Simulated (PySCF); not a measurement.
Bonds broken one at a time in the series Al F-NH2. Gas-phase values, no solvent. Strings in code marks are SMILES.

These are TPSSh-D3(BJ)/def2-TZVP // CAM-B3LYP-D3(BJ)/def2-TZVP run with PySCF values and carry that method's errors. 

```
species                                 highest occupied spin orbital (eV)  dipole moment (D)
--------------------------------------  ----------------------------------  -----------------
radical fragment (`[F][Al][F]`)                                      -6.45               1.70
radical fragment (`[NH2]`)                                           -7.81               1.92
radical fragment (`[NH2][Al][F]`)                                    -5.63                ___
whole molecule (`[NH2][Al]([NH2])[F]`)                                   –               2.35
```

Task: Complete the blanks.

Result: 
- radical fragment (`[NH2][Al][F]`), dipole moment (D): 2.20
